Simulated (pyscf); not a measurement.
HB=NH (SMILES B=N) + HF (SMILES F) → H₂N–BH–F (SMILES NBF), an addition across a multiple bond or ene-type step (singlet surface; F–H broken, B–F, H–N formed). Single points on ωB97X-D3(BJ)/def2-SVP structures (PySCF, gas phase). Correlated levels are frozen-core, on RHF or UHF. ΔMP2 is the change of the MP2 total energy from the triple- to the quadruple-zeta basis. Energies in eV from the separated reactants.

Small-basis levels: PySCF, no dispersion term, spherical d functions. 

In single points HF/STO-3G puts the saddle at 0.29 eV and the reaction energy at -4.36 eV. Should these be trusted to within a few kcal/mol? Compare with CCSD(T)/def2-TZVPP + ΔMP2(QZVPP).

CCSD(T)/def2-TZVPP + ΔMP2(QZVPP) gives ΔE‡ = 0.45 eV and ΔE = -2.80 eV. HF/STO-3G lies 0.16 eV under it in the barrier and 1.56 eV under it in the reaction energy, so on this step it does not hold to within 0.13 eV. CCSD(T)/def2-TZVPP + ΔMP2(QZVPP) has limits of its own. On the reactant side the descent ends in a complex, 0.25 eV under the separated species and 0.55 eV under the saddle at ωB97X-D3(BJ)/def2-TZVP. At ωB97X-D3(BJ) the barrier from the zero used here is 0.29 eV. This is the saddle that the search found; another between the same sides may lie lower. The CCSD(T) − MP2 part came from Ansatz, without density fitting, on the same reference.
